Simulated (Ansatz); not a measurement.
We consider CaB6-type LaB6, described by rVV10 (plane waves, PAW; Ansatz, a quantum-chemistry and plane-wave program).

Settings: plane-wave cutoff 520 eV, 14×14×14 k mesh, Fermi–Dirac smearing 0.05 eV, scalar-relativistic PAW data made under PBE.

Shape and atoms are relaxed at each volume.

Pressure at four volumes; x = ln(V/10.297 Å³). One pressure is withheld.

```csv
V (Å³/atom),x,P (GPa)
9.885,-0.0408,7.67
10.297,0.0000,0.01
10.503,0.0198,-3.31
10.709,0.0392,?
```

Q: Pass a parabola P(x) through the three rows shown, estimate the bulk modulus and its pressure derivative near zero pressure, and predict the withheld pressure.

A: Slopes between the rows: (0.01 − (7.67))/(0.0000 − (-0.0408)) = -187.75 and (-3.31 − (0.01))/(0.0198 − (0.0000)) = -167.68 GPa. Their difference over the span 0.0606 is c = 20.07/0.0606 = 331.2 GPa, so P(x) = 7.67 + (-187.75)(x − (-0.0408)) + 331.2 (x − (-0.0408))(x − (0.0000)). At the middle row B = −dP/dx = −[-187.75 + 331.2 × 0.0408] = 174.2 GPa, and B′ = dB/dP = 2c/B = 3.8. At x = 0.0392 the parabola gives -6.31 GPa; the run gives -6.33 GPa. The Birch–Murnaghan fit to the energies at all volumes has B0 = 174 GPa and B′ = 3.7.

Measured, for comparison: bulk modulus 164 ± 2 GPa (room temperature, not corrected to a static lattice, isothermal; as tabulated in LaB6 under pressure, Phys. Rev. B 80, 172104 (doi 10.1103/PhysRevB.80.172104)). Computed (rounded) less measured: bulk modulus +6 %. A static lattice is as a rule a little smaller and stiffer than an uncorrected measurement, which narrows the difference in the bulk modulus and would widen misses of the other sign.

Note: the bulk modulus comes from volumes at which shape and atoms were relaxed.

Spin–orbit coupling is not included.
